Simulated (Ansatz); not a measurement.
This triplet is an excited state, 3.87 eV above the relaxed singlet at the level frozen-core full CI/6-31g // B3LYP-D3(BJ)/def2-TZVP (Ansatz, a quantum-chemistry and plane-wave program).

Species: OSi, SMILES `[O+]#[Si-]` (excited triplet) (charge 0, multiplicity 3).

**Question.** Give a relaxed geometry from B3LYP-D3(BJ)/def2-TZVP (Ansatz).

**Answer.** the end point of this relaxation (outside a Z-matrix the atoms follow the SMILES, hydrogens last).
Z-matrix (Å, degrees):
```
O
Si 1 1.5739
```
